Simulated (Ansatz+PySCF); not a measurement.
## singlet SiO: levels of theory in one basis

```xyz
2

Si    0.0000    0.0000   -0.5096
O     0.0000    0.0000    0.8918
```

Basis set: def2-SVP (spherical functions). Correlated methods keep 6 orbitals frozen. Charge 0, multiplicity 1.

Computed with Ansatz (development build ahead of 0.2.0); each method stands on the lowest determinant of its kind that the runs found. NEVPT2 correlates all electrons. Active spaces start from the frontier orbitals, and the lowest solution found is given.

```json
{"method": "RHF", "E − E(RHF) (eV)": "0.00", "<S²> of the determinant": "0.00"}
{"method": "RHF-MP2", "E − E(RHF) (eV)": "-7.06", "<S²> of the determinant": "–"}
{"method": "RHF-CCSD(T)", "E − E(RHF) (eV)": "-7.56", "<S²> of the determinant": "–"}
{"method": "CASSCF(10,8)", "E − E(RHF) (eV)": "-3.05", "<S²> of the determinant": "–"}
{"method": "SC-NEVPT2(10,8)", "E − E(RHF) (eV)": "-6.72", "<S²> of the determinant": "–"}
```

(1) What does RHF-CCSD give on the same scale?

(2) Is a single determinant a sound starting point here?

Results:

(1) -7.31 eV.

(2) By this sign, yes. Unrestricted orbitals gain 0.00 eV and <S²> is 0.00 against 0.00 for a pure state. The CASSCF(10,8) natural occupations are 2.00, 2.00, 1.98, 1.96, 1.96, 0.04, 0.04, 0.02.
